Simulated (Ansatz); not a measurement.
We consider bcc Rb, described by BLYP (Ansatz, a program for electronic structure, PAW).

Run with plane-wave cutoff 520 eV, 14×14×14 k mesh, Fermi–Dirac smearing 0.05 eV, scalar-relativistic PAW data made under PBE.

Equation-of-state points:

| V (Å³/atom) | E − E_lowest (meV/atom) | P (GPa) |
|---|---|---|
| 89.403 | 2.77 | 0.165 |
| 91.305 | 1.19 | 0.104 |
| 93.208 | 0.28 | 0.049 |
| 95.110 | 0.00 | 0.000 |
| 97.012 | 0.28 | -0.045 |
| 98.914 | 1.05 | -0.085 |
| 100.816 | 2.29 | -0.122 |

Problem. Estimate the bulk modulus from the pressures at 93.208 and 97.012 Å³/atom, and compare it with a fit to all energies.

Solution. B = −V dP/dV. Between V = 93.208 and 97.012 Å³/atom, dP/dV = (-0.045 − (0.049))/(97.012 − 93.208) = -0.0247 GPa per Å³/atom; at the midpoint 95.110 Å³/atom this gives B ≈ 2.35 GPa. The third-order Birch–Murnaghan fit gives V0 = 95.092 Å³/atom, B0 = 2.35 GPa, B′ = 4.1, which lies within 1 % of that estimate.

Measured, for comparison: bulk modulus 2.92 GPa (corrected for temperature and zero-point phonon effects, our sources range from 2.92 to 3.60; as tabulated in Levämäki et al. (2014), arXiv:1402.3671); equilibrium volume per atom 86.68 Å³/atom (low-temperature or extrapolated to 0 K; zero-point anharmonic expansion removed; as tabulated in Csonka et al. (2009), arXiv:0903.4037). Computed (rounded) less measured: bulk modulus not scored (sources differ), equilibrium volume per atom +9.7 %.

Computed values are for the static lattice.
